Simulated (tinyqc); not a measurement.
Worked calculation: Pariser-Parr-Pople SCF with singles CI, for the molecule c1ccoc1 (SMILES; centres numbered as the heavy atoms are written). Computed by tinyqc, a small Python program that keeps every step. Settings: charge = 0, gamma = Ohno, start = huckel, damping = 0.3, iteration cap = 75, excitations kept = 4. Command: `OMP_NUM_THREADS=1 python tinyqc.py 22126 22127 out.jsonl` (the two numbers bound the seeds that draw the settings). One thread of a shared host (Intel(R) Xeon(R) Processor @ 2.60GHz), about 0.03 s of CPU time with the checks. Later iterations appear only in the table of the cycle.

## PPP integrals

Centres (angstrom, eV; a flat drawing with bonds scaled to 1.40 angstrom):
```
centre         x         y  core charge z         W  gamma_rr
1C       1.19100   0.00000              1  10.14000   9.63000
2C       0.36800   1.13300              1  10.14000   9.63000
3C      -0.96300   0.70000              1  10.14000   9.63000
4O      -0.96300  -0.70000              2  30.62000  18.83000
5C       0.36800  -1.13300              1  10.14000   9.63000
```

Resonance integrals (eV):
```
i  j      beta
1  2  -2.39000
2  3  -2.39000
3  4  -2.19000
4  5  -2.19000
5  1  -2.39000
```

Ohno: gamma = 14.399645/sqrt(R^2 + a^2), a = 2 x 14.399645/(gamma_rr + gamma_ss); H_rr = -W_r - sum_(s != r) z_s gamma_rs; H_rs = beta for bonds.

repulsion gamma_rs (eV), order 1C, 2C, 3C, 4O, 5C:
```
[[9.63000, 7.02889, 5.30576, 5.80475, 7.02889],
 [7.02889, 9.63000, 7.03054, 5.80393, 5.30394],
 [5.30576, 7.03054, 9.63000, 8.33592, 5.30513],
 [5.80475, 5.80393, 8.33592, 18.83000, 8.33725],
 [7.02889, 5.30394, 5.30513, 8.33725, 9.63000]]
```

core matrix H (eV), order 1C, 2C, 3C, 4O, 5C:
```
[[-41.11305, -2.39000, 0.00000, 0.00000, -2.39000],
 [-2.39000, -41.11124, -2.39000, 0.00000, 0.00000],
 [0.00000, -2.39000, -44.45327, -2.19000, 0.00000],
 [0.00000, 0.00000, -2.19000, -58.90185, -2.19000],
 [-2.39000, 0.00000, 0.00000, -2.19000, -44.45246]]
```

## Starting guess

pi electrons, sum of z_r less the charge = 6

Orbitals of the Hueckel matrix of the beta values.

P at the start, order 1C, 2C, 3C, 4O, 5C:
```
[[1.19265, 0.63986, -0.23699, -0.25510, 0.65744],
 [0.63986, 1.19265, 0.65744, -0.25510, -0.23699],
 [-0.23699, 0.65744, 1.19588, 0.64037, -0.25133],
 [-0.25510, -0.25510, 0.64037, 1.22294, 0.64037],
 [0.65744, -0.23699, -0.25133, 0.64037, 1.19588]]
```

## Iteration 1: Fock matrix

F_rr = H_rr + P_rr gamma_rr / 2 + sum_(s != r) P_ss gamma_rs; F_rs = H_rs - P_rs gamma_rs / 2; E = tr P (H + F) / 2 + core repulsion sum_(r<s) z_r z_s gamma_rs.

F (eV), order 1C, 2C, 3C, 4O, 5C:
```
[[-5.13780, -4.63875, 0.62870, 0.74039, -4.70054],
 [-4.63875, -5.13720, -4.70108, 0.74029, 0.62848],
 [0.62870, -4.70108, -7.44358, -4.85903, 0.66668],
 [0.74039, 0.74029, -4.85903, -13.60364, -4.85946],
 [-4.70054, 0.62848, 0.66668, -4.85946, -7.44528]]
```

pi energy = -91.68315 eV

## Iteration 1: orbitals and new P

Diagonalise F (the basis is taken as orthonormal) and form P = 2 sum c c over the lowest orbitals; 0.3 of the old P is kept.

orbital energies (eV): [-18.08044, -11.35592, -10.85393, -0.72129, 2.24408]

P after iteration 1, order 1C, 2C, 3C, 4O, 5C:
```
[[1.08760, 0.62860, -0.12970, -0.26063, 0.70824],
 [0.62860, 1.08760, 0.70826, -0.26057, -0.12973],
 [-0.12970, 0.70826, 1.17398, 0.54866, -0.36697],
 [-0.26063, -0.26057, 0.54866, 1.47675, 0.54865],
 [0.70824, -0.12973, -0.36697, 0.54865, 1.17406]]
```

## Iteration 2: Fock matrix

As before.

F (eV), order 1C, 2C, 3C, 4O, 5C:
```
[[-5.17821, -4.59917, 0.34408, 0.75644, -4.87908],
 [-4.59917, -5.17794, -4.87973, 0.75616, 0.34404],
 [0.34408, -4.87973, -6.84493, -4.47678, 0.97341],
 [0.75644, 0.75616, -4.47678, -12.79795, -4.47713],
 [-4.87908, 0.34404, 0.97341, -4.47713, -6.84597]]
```

pi energy = -92.79208 eV

## Iteration 2: orbitals and new P

As before.

orbital energies (eV): [-16.88766, -11.50067, -10.55411, -0.05890, 2.15634]

P after iteration 2, order 1C, 2C, 3C, 4O, 5C:
```
[[1.05344, 0.61446, -0.09191, -0.25781, 0.73479],
 [0.61446, 1.05343, 0.73482, -0.25774, -0.09194],
 [-0.09191, 0.73482, 1.15561, 0.50588, -0.40537],
 [-0.25781, -0.25774, 0.50588, 1.58182, 0.50588],
 [0.73479, -0.09194, -0.40537, 0.50588, 1.15570]]
```

## Iteration 3: Fock matrix

As before.

F (eV), order 1C, 2C, 3C, 4O, 5C:
```
[[-5.19953, -4.54947, 0.24384, 0.74827, -4.97239],
 [-4.54947, -5.19935, -4.97308, 0.74795, 0.24383],
 [0.24384, -4.97308, -6.57646, -4.29847, 1.07526],
 [0.74827, 0.74795, -4.29847, -12.51158, -4.29882],
 [-4.97239, 0.24383, 1.07526, -4.29882, -6.57723]]
```

pi energy = -93.18941 eV

## Iteration 3: orbitals and new P

As before.

orbital energies (eV): [-16.42805, -11.52425, -10.43356, 0.19023, 2.13148]

P after iteration 3, order 1C, 2C, 3C, 4O, 5C:
```
[[1.04392, 0.60231, -0.07908, -0.25418, 0.75015],
 [0.60231, 1.04391, 0.75018, -0.25410, -0.07910],
 [-0.07908, 0.75018, 1.14178, 0.48445, -0.41658],
 [-0.25418, -0.25410, 0.48445, 1.62853, 0.48447],
 [0.75015, -0.07910, -0.41658, 0.48447, 1.14186]]
```

## Convergence

Stop when output and input P, before any damping, agree to 1e-7.

Course of the cycle:
```
iteration       E (eV)  largest |P(out) - P(in)|
1          -91.6831533                  3.63e-01
2          -92.7920824                  1.50e-01
3          -93.1894103                  6.67e-02
4          -93.3269811                  3.21e-02
5          -93.3747907                  1.67e-02
6          -93.3917805                  9.34e-03
7          -93.3980212                  5.51e-03
8          -93.4004043                  3.62e-03
9          -93.4013519                  2.54e-03
10         -93.4017432                  1.77e-03
11         -93.4019103                  1.23e-03
...                ...                       ...
27         -93.4020441                  3.14e-06
28         -93.4020441                  2.16e-06
29         -93.4020441                  1.48e-06
30         -93.4020441                  1.02e-06
31         -93.4020441                  6.98e-07
32         -93.4020441                  4.79e-07
33         -93.4020441                  3.29e-07
34         -93.4020441                  2.26e-07
35         -93.4020441                  1.55e-07
36         -93.4020441                  1.06e-07
37         -93.4020441                  7.29e-08
```

Converged in 37 iterations.

## Converged orbitals

Charges are z - P_rr.

orbital energies (eV): [-16.06161, -11.49251, -10.33949, 0.37300, 2.14326]

coefficients, order 1C, 2C, 3C, 4O, 5C:
```
[[0.21067, 0.59967, 0.34596, -0.30986, -0.61670],
 [0.21069, 0.59980, -0.34569, -0.30960, 0.61684],
 [0.38883, 0.15753, -0.61673, 0.56917, -0.34595],
 [0.78028, -0.48072, -0.00013, -0.40009, 0.00005],
 [0.38886, 0.15723, 0.61680, 0.56930, 0.34570]]
```

pi charges: [-0.04734, -0.04731, -0.11273, 0.32015, -0.11277]

## Singles CI, singlets

Over the 4 single excitations with the smallest orbital gaps: A = (e_a - e_i) delta + 2 (ia|jb) - (ij|ab), with (pq|rs) = sum c_mp c_mq gamma_mn c_nr c_ns. f = 2/3 w |mu|^2 in atomic units, mu = sqrt2 sum c_ia sum_m c_mi c_ma R_m.

singlet CI matrix (eV), order 3>4, 2>4, 3>5, 2>5:
```
[[5.28741, 0.00058, 0.00054, -0.76965],
 [0.00058, 6.62538, 0.72341, 0.00000],
 [0.00054, 0.72341, 6.94555, 0.00007],
 [-0.76965, 0.00000, 0.00007, 7.41066]]
```

singlet excitation energies (eV): [5.03777, 6.04455, 7.52638, 7.66030]

oscillator strengths: [0.21343, 0.02491, 0.95528, 0.44247]

## Singles CI, triplets

Over the 4 single excitations with the smallest orbital gaps: A = (e_a - e_i) delta - (ij|ab), with (pq|rs) = sum c_mp c_mq gamma_mn c_nr c_ns.

triplet CI matrix (eV), order 3>4, 2>4, 3>5, 2>5:
```
[[3.55458, -0.00029, -0.00012, -0.57622],
 [-0.00029, 4.60544, -0.57622, 0.00034],
 [-0.00012, -0.57622, 5.68537, 0.00023],
 [-0.57622, 0.00034, 0.00023, 6.21363]]
```

triplet excitation energies (eV): [3.43508, 4.35573, 5.93508, 6.33312]
